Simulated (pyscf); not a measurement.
Optimised with ωB97X-D3(BJ)/def2-SVP in PySCF.

**Question.** Estimate by transition-state theory the rate constant of O=Nb(F)(F)–Cl + hydrogen fluoride (HF) -> O=Nb(F)(F)–F + hydrogen chloride (HCl) (singlet surface; Cl–Nb, F–H broken, F–Nb, Cl–H formed) at 298 K, with ωB97M-D3(BJ)/def2-TZVP energies (ideal gas, 1 atm, RRHO with modes under 100 cm⁻¹ raised to 100, one conformer, R ln 2 for chiral ones without a mode under 150 cm⁻¹; no tunnelling).

**Answer.** The electronic barrier is 2.5 kcal/mol and the thermal terms add +8.6, so ΔG‡ = 11.1 kcal/mol. With k_BT/h = 6.21e+12 s⁻¹ and RT = 0.592 kcal/mol, and a volume of 4.06e-20 cm³ per molecule at 1 atm, k = 1.8e-15 cm³ molecule⁻¹ s⁻¹. Wigner's tunnelling factor for 559i cm⁻¹ would be 1.30. A shift of 1 kcal/mol in the barrier changes k by a factor 5.4. On the reactant side the descent ends in an adduct with a F–Nb contact, 7.5 kcal/mol under the separated species and 9.4 kcal/mol under the saddle at ωB97X-D3(BJ)/def2-TZVP. On the product side the descent ends in an adduct with a Cl–Nb contact, 6.9 kcal/mol under the separated species and 9.6 kcal/mol under the saddle at ωB97X-D3(BJ)/def2-TZVP. What is counted as formed (F–Nb) is already present as a longer contact in the reactant adduct; forming that adduct is a step of its own. What is counted as broken (Cl–Nb) persists as a longer contact in the product adduct; parting that adduct is a step of its own. This is the saddle that the search found; another between the same sides may lie lower. Elements past Kr carry the def2 core potentials, without spin-orbit coupling.
